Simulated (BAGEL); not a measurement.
# C4H5 (SMILES [C]#CCC) at ROHF/6-31G(d) (density fitting with qzvpp-jkfit, spherical functions)

What is the vertical doublet–quartet gap of C4H5 at ROHF/6-31G* (density fitting with qzvpp-jkfit, spherical functions)? 

The results are computed with BAGEL 1.2.2.

### 1 Starting point

C4H5 has 9 atoms, charge 0, and is taken as a doublet. As SMILES, `[C]#CCC`. Geometry: relaxed at GFN2-xTB.

Bond lengths: C1–C2 1.194 Å, C2–C3 1.465 Å, C3–C4 1.523 Å, C3–H5 1.093 Å, C3–H6 1.093 Å, C4–H7 1.089 Å, C4–H8 1.087 Å, C4–H9 1.088 Å. Some angles: C1–C2–C3 178.7°, C2–C3–C4 110.9°, C2–C3–H5 107.8°, C2–C3–H6 107.8°, C4–C3–H5 110.7°, C4–C3–H6 110.6°, C3–C4–H7 109.7°, C3–C4–H8 110.6°, C3–C4–H9 110.6°, H5–C3–H6 109.0°.

### 2 The energy at ROHF/6-31G(d) (density fitting with qzvpp-jkfit, spherical functions)

Input file input.json:

```json
{ "bagel": [

{
  "title": "molecule",
  "basis": "6-31gs.json",
  "df_basis": "qzvpp-jkfit",
  "angstrom": true,
  "geometry": [
    { "atom": "C", "xyz": [    0.401530,    1.437660,   -2.168990 ] },
    { "atom": "C", "xyz": [    0.521100,    0.804930,   -1.163210 ] },
    { "atom": "C", "xyz": [    0.635250,    0.024050,    0.070680 ] },
    { "atom": "C", "xyz": [   -0.734470,   -0.435050,    0.552260 ] },
    { "atom": "H", "xyz": [    1.116540,    0.655970,    0.821700 ] },
    { "atom": "H", "xyz": [    1.278640,   -0.834860,   -0.136510 ] },
    { "atom": "H", "xyz": [   -0.626900,   -1.015400,    1.467160 ] },
    { "atom": "H", "xyz": [   -1.216010,   -1.056810,   -0.198800 ] },
    { "atom": "H", "xyz": [   -1.375680,    0.419500,    0.755710 ] }
  ]
},
{ "title": "rohf", "nopen": 1 },
{ "title": "print", "file": "orbitals.molden", "orbitals": true }

]}
```

The basis set 6-31G* is read from a file made from the Basis Set Exchange's data (not shown).

Started as:

```bash
$ BAGEL_NUM_THREADS=1 BAGEL input.json > input.out
```

Output, cut to the lines that bear on the results:

```text
* using 1 threads per process

  ===============================================================
  ===============================================================

  *** Geometry ***

  { "atom" : "C", "xyz" : [      0.758782,      2.716784,     -4.098797 ] },
  { "atom" : "C", "xyz" : [      0.984736,      1.521097,     -2.198148 ] },
  { "atom" : "C", "xyz" : [      1.200449,      0.045448,      0.133566 ] },
  { "atom" : "C", "xyz" : [     -1.387947,     -0.822125,      1.043620 ] },
  { "atom" : "H", "xyz" : [      2.109955,      1.239604,      1.552788 ] },
  { "atom" : "H", "xyz" : [      2.416279,     -1.577657,     -0.257967 ] },
  { "atom" : "H", "xyz" : [     -1.184669,     -1.918828,      2.772531 ] },
  { "atom" : "H", "xyz" : [     -2.297926,     -1.997081,     -0.375678 ] },
  { "atom" : "H", "xyz" : [     -2.599658,      0.792740,      1.428085 ] },

  Number of auxiliary basis functions:      390

  Since a DF basis is specified, we compute 2- and 3-index integrals:
    o Being stored without compression. Storage requirement is 0.014 GB

  Number of basis functions:       66
  Number of electrons      :       29

    * METHOD: MOLECULE                             0.14

  *** Open-shell HF ***

  === Nuclear Repulsion ===
    96.9352390051

      * DIIS with orbital gradients will be used.

  === ROHF iteration (6-31gs.json) ===
      0       -154.08387976          0.03011686           0.05
      1       -154.19156788          0.01090299           0.05
      2       -154.20572075          0.00396191           0.05
      3       -154.20792583          0.00170241           0.05
      4       -154.20846422          0.00043531           0.05
      5       -154.20852802          0.00016431           0.05
      6       -154.20853953          0.00005387           0.05
      7       -154.20854304          0.00003503           0.05
      8       -154.20854386          0.00002040           0.05
      9       -154.20854430          0.00000803           0.05
     10       -154.20854444          0.00000640           0.05
     11       -154.20854450          0.00000517           0.05
     12       -154.20854455          0.00000317           0.05
     13       -154.20854461          0.00000107           0.05
     14       -154.20854461          0.00000038           0.05
     15       -154.20854460          0.00000020           0.05
     16       -154.20854460          0.00000014           0.05
     17       -154.20854460          0.00000012           0.05
     18       -154.20854460          0.00000012           0.05
     19       -154.20854460          0.00000012           0.05
     20       -154.20854460          0.00000012           0.05
     21       -154.20854460          0.00000012           0.05
     22       -154.20854460          0.00000012           0.05
     23       -154.20854460          0.00000012           0.05
     24       -154.20854460          0.00000011           0.05
     25       -154.20854460          0.00000012           0.05
     26       -154.20854460          0.00000012           0.05
[... 29 lines of this table left out ...]
     56       -154.20854460          0.00000007           0.05
     57       -154.20854460          0.00000022           0.05
     58       -154.20854460          0.00000004           0.05
     59       -154.20854460          0.00000003           0.05
     60       -154.20854460          0.00000002           0.05
     61       -154.20854460          0.00000001           0.05
     62       -154.20854460          0.00000001           0.05
     63       -154.20854460          0.00000001           0.05
     64       -154.20854460          0.00000001           0.05
     65       -154.20854460          0.00000001           0.05
     66       -154.20854460          0.00000001           0.05
     67       -154.20854460          0.00000002           0.05
     68       -154.20854460          0.00000001           0.05
    * SCF iteration converged.

    * S^2 (ROHF) is 0.7500

    * Permanent dipole moment:
           (   -0.092167,     0.838528,    -1.321198) a.u.

    * METHOD: ROHF                                 3.44

    * METHOD: PRINT                                0.01

  ===============================================================
```

It took 3.9 s on 1 thread of Arm Neoverse V1, shared host.

### 3 The quartet at the same level

Input file calc.json:

```json
{ "bagel": [

{
  "title": "molecule",
  "basis": "6-31gs.json",
  "df_basis": "qzvpp-jkfit",
  "angstrom": true,
  "geometry": [
    { "atom": "C", "xyz": [    0.401530,    1.437660,   -2.168990 ] },
    { "atom": "C", "xyz": [    0.521100,    0.804930,   -1.163210 ] },
    { "atom": "C", "xyz": [    0.635250,    0.024050,    0.070680 ] },
    { "atom": "C", "xyz": [   -0.734470,   -0.435050,    0.552260 ] },
    { "atom": "H", "xyz": [    1.116540,    0.655970,    0.821700 ] },
    { "atom": "H", "xyz": [    1.278640,   -0.834860,   -0.136510 ] },
    { "atom": "H", "xyz": [   -0.626900,   -1.015400,    1.467160 ] },
    { "atom": "H", "xyz": [   -1.216010,   -1.056810,   -0.198800 ] },
    { "atom": "H", "xyz": [   -1.375680,    0.419500,    0.755710 ] }
  ]
},
{ "title": "rohf", "nopen": 3 },
{ "title": "print", "file": "orbitals.molden", "orbitals": true }

]}
```

The basis set 6-31G* is read from a file made from the Basis Set Exchange's data (not shown).

Started as:

```bash
$ BAGEL_NUM_THREADS=1 BAGEL calc.json > calc.out
```

Output:

```text
* using 1 threads per process

  ===============================================================
  ===============================================================

  *** Geometry ***

  { "atom" : "C", "xyz" : [      0.758782,      2.716784,     -4.098797 ] },
  { "atom" : "C", "xyz" : [      0.984736,      1.521097,     -2.198148 ] },
  { "atom" : "C", "xyz" : [      1.200449,      0.045448,      0.133566 ] },
  { "atom" : "C", "xyz" : [     -1.387947,     -0.822125,      1.043620 ] },
  { "atom" : "H", "xyz" : [      2.109955,      1.239604,      1.552788 ] },
  { "atom" : "H", "xyz" : [      2.416279,     -1.577657,     -0.257967 ] },
  { "atom" : "H", "xyz" : [     -1.184669,     -1.918828,      2.772531 ] },
  { "atom" : "H", "xyz" : [     -2.297926,     -1.997081,     -0.375678 ] },
  { "atom" : "H", "xyz" : [     -2.599658,      0.792740,      1.428085 ] },

  Number of auxiliary basis functions:      390

  Since a DF basis is specified, we compute 2- and 3-index integrals:
    o Being stored without compression. Storage requirement is 0.014 GB

  Number of basis functions:       66
  Number of electrons      :       29

    * METHOD: MOLECULE                             0.14

  *** Open-shell HF ***

  === Nuclear Repulsion ===
    96.9352390051

      * DIIS with orbital gradients will be used.

  === ROHF iteration (6-31gs.json) ===
      0       -153.82794235          0.02928109           0.05
      1       -153.96897853          0.01216554           0.05
      2       -154.00328827          0.00574160           0.05
      3       -154.01168134          0.00294657           0.05
      4       -154.01484731          0.00098464           0.05
      5       -154.01551288          0.00058006           0.05
      6       -154.01580458          0.00032420           0.05
      7       -154.01594298          0.00017270           0.05
      8       -154.01599427          0.00007778           0.05
      9       -154.01603809          0.00005968           0.05
     10       -154.01604639          0.00005534           0.05
     11       -154.01605256          0.00005573           0.05
     12       -154.01605151          0.00005451           0.05
     13       -154.01604969          0.00005431           0.05
     14       -154.01605426          0.00005579           0.05
     15       -154.01605061          0.00005280           0.05
     16       -154.01605099          0.00004692           0.05
     17       -154.01605173          0.00004455           0.05
     18       -154.01605009          0.00004320           0.05
     19       -154.01605339          0.00004562           0.05
     20       -154.01604905          0.00004034           0.05
     21       -154.01604624          0.00003051           0.05
     22       -154.01604852          0.00001516           0.05
     23       -154.01604805          0.00000670           0.05
     24       -154.01604534          0.00000326           0.05
     25       -154.01604556          0.00000153           0.05
     26       -154.01604520          0.00000074           0.05
     27       -154.01604535          0.00000062           0.05
     28       -154.01604536          0.00000059           0.05
     29       -154.01604538          0.00000062           0.05
     30       -154.01604540          0.00000052           0.05
     31       -154.01604540          0.00000050           0.05
     32       -154.01604539          0.00000048           0.05
     33       -154.01604539          0.00000048           0.05
     34       -154.01604540          0.00000047           0.05
     35       -154.01604540          0.00000048           0.05
     36       -154.01604540          0.00000048           0.05
     37       -154.01604540          0.00000051           0.05
     38       -154.01604540          0.00000048           0.05
     39       -154.01604541          0.00000052           0.05
     40       -154.01604540          0.00000080           0.05
     41       -154.01604541          0.00000055           0.05
     42       -154.01604542          0.00000342           0.05
     43       -154.01604543          0.00000034           0.05
     44       -154.01604544          0.00000324           0.05
     45       -154.01604546          0.00000060           0.05
     46       -154.01604548          0.00000222           0.05
     47       -154.01604547          0.00000018           0.05
     48       -154.01604546          0.00000027           0.05
     49       -154.01604545          0.00000016           0.05
     50       -154.01604545          0.00000040           0.05
     51       -154.01604545          0.00000049           0.05
     52       -154.01604546          0.00000016           0.05
     53       -154.01604545          0.00000021           0.05
     54       -154.01604545          0.00000008           0.05
     55       -154.01604545          0.00000004           0.05
     56       -154.01604545          0.00000005           0.05
     57       -154.01604545          0.00000009           0.05
     58       -154.01604545          0.00000024           0.05
     59       -154.01604546          0.00000015           0.05
     60       -154.01604545          0.00000028           0.05
     61       -154.01604546          0.00000016           0.05
     62       -154.01604546          0.00000013           0.05
     63       -154.01604546          0.00000006           0.05
     64       -154.01604546          0.00000003           0.05
     65       -154.01604546          0.00000002           0.05
     66       -154.01604546          0.00000001           0.05
     67       -154.01604545          0.00000002           0.05
     68       -154.01604545          0.00000004           0.05
     69       -154.01604546          0.00000005           0.05
     70       -154.01604546          0.00000000           0.05
    * SCF iteration converged.

    * S^2 (ROHF) is 3.7500

    * Permanent dipole moment:
           (   -0.075132,     0.167574,    -0.275142) a.u.

    * METHOD: ROHF                                 3.49

    * METHOD: PRINT                                0.01

  ===============================================================
```

It took 3.9 s on 1 thread of Arm Neoverse V1, shared host.

### 4 Summary of results

At ROHF/6-31G* (density fitting with qzvpp-jkfit, spherical functions):

| quantity | value |
| --- | --- |
| doublet: total energy | -154.20854 Eh |
| doublet: dipole moment | 3.98 D |
| doublet: ⟨S²⟩ | 0.750 |
| quartet: total energy | -154.01605 Eh |
| quartet: dipole moment | 0.84 D |
| quartet: ⟨S²⟩ | 3.750 |
| vertical energy of the quartet above the doublet | 5.238 eV |

What this shows: At this shape the quartet lies 5.24 eV (121 kcal/mol) above the doublet.
